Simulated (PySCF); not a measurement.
Breaking a bond: SMILES O=C=C (C₂H₂O). The C1–C4 bond (C1 also carries H, H; C4 carries O) is pulled apart rigidly from the PBE0/def2-TZVP optimised geometry.

Calculation: unrestricted PBE0/def2-TZVP run with PySCF.

Q: Relative to R = 1.31 Å, what are the energies at R = 0.98, 1.11, 1.25, 1.78 Å?

A: 6.726 eV at 0.98 Å, 1.824 eV at 1.11 Å, 0.114 eV at 1.25 Å, 3.044 eV at 1.78 Å.

The unrestricted solution behind UKS-PBE0 changes between 1.98 and 2.16 Å, which can leave a kink. The unrestricted determinant behind UKS-PBE0 is spin-contaminated at 1.98 to 3.91 Å (<S²> up to 1.0, against 0.00 for a pure singlet).
